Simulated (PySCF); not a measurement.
Job file and geometry (Å, from GFN2-xTB) of an NMR shielding run on SMILES [SiH3]S, H4SSi, GIAO PBE0/pcSseg-1 NMR shielding, non-relativistic, gas phase in PySCF 2.14.0, density-fitted response routines; density fitting, a coarse starting grid and PySCF grid level 2 are the driver's defaults:

```
{"job": {"kind": "nmr", "xc": "PBE0", "basis": "pcSseg-1"}, "charge": 0, "multiplicity": 1}
Si    -0.580072    -0.009458     0.012217
S      1.394499     0.804538    -0.205816
H     -0.684584    -0.561213     1.356896
H     -1.439660     1.139147    -0.205040
H     -0.742902    -1.049687    -0.995263
H      2.055842    -0.321337     0.015431
```

Question: Write the output of this run.

Answer: 
```
coarse grid: 5728 points
cycle   1  E = -689.7779514222  dE = -6.836e-02  |g| = 2.057e-01  |ddm| = 2.089e+00
cycle   2  E = -689.7793289063  dE = -1.377e-03  |g| = 2.089e-01  |ddm| = 5.651e-01
cycle   3  E = -689.7917393629  dE = -1.241e-02  |g| = 1.479e-02  |ddm| = 2.884e-01
cycle   4  E = -689.7917723499  dE = -3.299e-05  |g| = 3.532e-03  |ddm| = 1.862e-02
cycle   5  E = -689.7917759644  dE = -3.614e-06  |g| = 1.547e-03  |ddm| = 6.834e-03
final grid: 45160 points
cycle   6  E = -689.8045965572  dE = -6.973e-06  |g| = 3.022e-03  |ddm| = 1.242e-02
cycle   7  E = -689.8045967515  dE = -1.944e-07  |g| = 2.785e-03  |ddm| = 6.761e-03
cycle   8  E = -689.8045986160  dE = -1.864e-06  |g| = 1.189e-04  |ddm| = 3.436e-03
cycle   9  E = -689.8045986206  dE = -4.585e-09  |g| = 4.622e-05  |ddm| = 2.362e-04
cycle  10  E = -689.8045986212  dE = -6.826e-10  |g| = 7.425e-06  |ddm| = 6.240e-05
converged SCF energy = -689.8045986212

GIAO shielding tensors (ppm)
atom      isotropic    diamagn.    paramagn.     s11        s22        s33       span
  0 Si     409.361     878.936    -469.575    371.086    408.591    448.406     77.320
  1 S      793.461    1057.283    -263.822    680.937    724.889    974.556    293.619
  2 H       26.966      28.917      -1.951     22.829     25.233     32.835     10.006
  3 H       27.257      28.731      -1.475     23.983     25.169     32.618      8.635
  4 H       26.965      28.912      -1.947     22.824     25.233     32.837     10.013
  5 H       32.016      30.484       1.532     23.703     27.879     44.466     20.763
```

Question: Turn these shieldings into chemical shifts. δ = σ(ref) − σ, references computed at the same level: 29Si (σref 349.16), 1H (σref 31.72) vs TMS; 33S (σref 503.73) vs CS2.

Answer: Averaging equivalent atoms: Si 0: -60.2; S 1: -290; H 2/3/4: 4.65; H 5: -0.30 ppm. 

Size and cost of the density-fitted run: 68 basis functions, 2.8 s wall time on 1 thread of an Arm Neoverse V1, shared host.
